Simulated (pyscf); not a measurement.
F–GaH₂ (SMILES [F][GaH2]) + H₂ (SMILES [H][H]) → GaH₃ (SMILES [GaH3]) + HF (SMILES F), a four-centre exchange (singlet surface; F–Ga, H–H broken, Ga–H, F–H formed). PySCF, gas phase, ωB97X-D3(BJ)/def2-SVP geometries. Energies in kJ/mol from the separated reactants.

Small-basis levels: PySCF, no dispersion term, spherical d functions. AM1 to PM7: differences of heats of formation from MOPAC, which are fitted to 298 K values and so differ in kind from electronic energies by zero-point and thermal terms. GFN2-xTB: tblite. 

```csv
level,barrier,reaction energy
HF/STO-3G,147.6,+67.9
HF/3-21G,156.5,+174.0
HF/6-31G*+LANL2DZ,174.0,+115.4
BP86/6-31G*+LANL2DZ,104.7,+141.7
PBE/def2-SVP,[?],+104.4
B3LYP/def2-SVP,86.1,+102.6
GFN2-xTB,[?],+194.7
PM3,143.6,+150.0
PM6,225.1,+151.3
ωB97M-D3(BJ)/def2-TZVP,[?],+85.1
```

### Question
Fill in the missing entries.

### Answer

- PBE/def2-SVP, barrier: 62.0
- GFN2-xTB, barrier: 113.4
- ωB97M-D3(BJ)/def2-TZVP, barrier: 97.6

Against the last row the barrier runs from -35.7 (PBE/def2-SVP) to +127.5 kJ/mol (PM6). At HF/3-21G, BP86/6-31G*+LANL2DZ, PBE/def2-SVP, B3LYP/def2-SVP, GFN2-xTB, PM3 this geometry lies under one side, so the entry may be no barrier of that level: it is a single point on another level's saddle. ωB97M-D3(BJ)/def2-TZVP has limits of its own. On the product side the descent ends in an adduct with a F–Ga contact, 31.1 kJ/mol under the separated species and 39.5 kJ/mol under the saddle at ωB97X-D3(BJ)/def2-TZVP. What is counted as broken (F–Ga) persists as a longer contact in the product adduct; parting that adduct is a step of its own. At the saddle there is also a short Ga–H contact that neither side keeps. This is the saddle that the search found; another between the same sides may lie lower. In the def2 sets elements up to Kr have no core potential.
